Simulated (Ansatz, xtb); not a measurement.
Molecule: CHN, charge 1, multiplicity 2. SMILES of the parent species: N#C
Structure (B3LYP-D3(BJ)/def2-TZVP (Ansatz, a quantum-chemistry and plane-wave program) minimum search):
```
C
N 1 1.2074
H 1 1.0934 2 180.00
```
Charge +1, spin multiplicity 2.

Harmonic wavenumbers from GFN2-xTB (xtb, at its own minimum), cm⁻¹: 622, 622, 2280, 2801.

Question: Give the harmonic wavenumbers at B3LYP-D3(BJ)/def2-TZVP (Ansatz, finite differences of forces, unscaled).

Answer: 472, 755, 1911, 3182 cm⁻¹. Zero-point energy 9.0 kcal/mol.

Question: From these and the geometry, give the ideal-gas thermochemistry at 298.15 K and 1 atm (rigid rotor, harmonic oscillator).

Answer: Point group C∞v, rotational symmetry number 1. Rotational constants 40.84, 40.84 GHz. S(trans) 35.82, S(rot) 11.97, S(vib) 0.98, S(elec, spin only) 1.38, S 50.1 cal/(mol K). H(298) - H(0) 2.29 kcal/mol; G - E(el) -3.6 kcal/mol.
